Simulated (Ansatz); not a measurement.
C$_{2}$H$_{5}$FN$_{2}$O (`C=NC(N)(O)F`), relaxed with RKS PBE0-D4/def2-TZVP in the Gaussian-basis code of Ansatz from a PBE-D4/def2-SVP geometry. The force threshold is 0.005 eV/Å; the program also tests the step.

The species carries charge 0 and has multiplicity 1.

Start:

```xyz
11

C     1.700   -0.776    0.274
N     0.441   -0.916    0.117
C    -0.352    0.207   -0.333
N    -1.409    0.532    0.591
O    -0.859   -0.127   -1.563
F     0.415    1.389   -0.439
H     2.286   -1.638    0.649
H     2.245    0.170    0.056
H    -1.821   -0.346    0.934
H    -1.021    1.032    1.401
H    -1.623    0.473   -1.686
```

```json
{"step": "1", "energy (eV)": "-9892.4606", "largest force (eV/Å)": "0.765", "largest move (Å)": "0.000"}
{"step": "2", "energy (eV)": "-9892.5116", "largest force (eV/Å)": "0.319", "largest move (Å)": "0.033"}
{"step": "3", "energy (eV)": "-9892.5166", "largest force (eV/Å)": "0.080", "largest move (Å)": "0.025"}
{"step": "4", "energy (eV)": "-9892.5169", "largest force (eV/Å)": "0.143", "largest move (Å)": "0.029"}
{"step": "5", "energy (eV)": "-9892.5182", "largest force (eV/Å)": "0.034", "largest move (Å)": "0.010"}
{"step": "6", "energy (eV)": "-9892.5183", "largest force (eV/Å)": "0.057", "largest move (Å)": "0.005"}
{"step": "7", "energy (eV)": "-9892.5184", "largest force (eV/Å)": "0.014", "largest move (Å)": "0.004"}
{"step": "8", "energy (eV)": "-9892.5185", "largest force (eV/Å)": "0.006", "largest move (Å)": "0.002"}
{"step": "9", "energy (eV)": "-9892.5185", "largest force (eV/Å)": "0.008", "largest move (Å)": "0.002"}
{"step": "10", "energy (eV)": "-9892.5185", "largest force (eV/Å)": "0.010", "largest move (Å)": "0.005"}
{"step": "11", "energy (eV)": "-9892.5185", "largest force (eV/Å)": "0.008", "largest move (Å)": "0.004"}
{"step": "12 (rejected)", "energy (eV)": "-9892.5185", "largest force (eV/Å)": "0.023", "largest move (Å)": "0.003"}
{"step": "13", "energy (eV)": "-9892.5185", "largest force (eV/Å)": "0.008", "largest move (Å)": "0.002"}
{"step": "14", "energy (eV)": "-9892.5185", "largest force (eV/Å)": "0.002", "largest move (Å)": "0.002"}
```

End:

```xyz
11

C     1.690   -0.766    0.264
N     0.447   -0.907    0.132
C    -0.347    0.206   -0.313
N    -1.397    0.533    0.600
O    -0.847   -0.135   -1.535
F     0.405    1.369   -0.432
H     2.270   -1.617    0.619
H     2.222    0.162    0.043
H    -1.837   -0.324    0.915
H    -1.021    1.018    1.405
H    -1.587    0.462   -1.697
```

Run time 56 s (4 threads of a server CPU on a shared host); peak host memory 0.56 GiB.
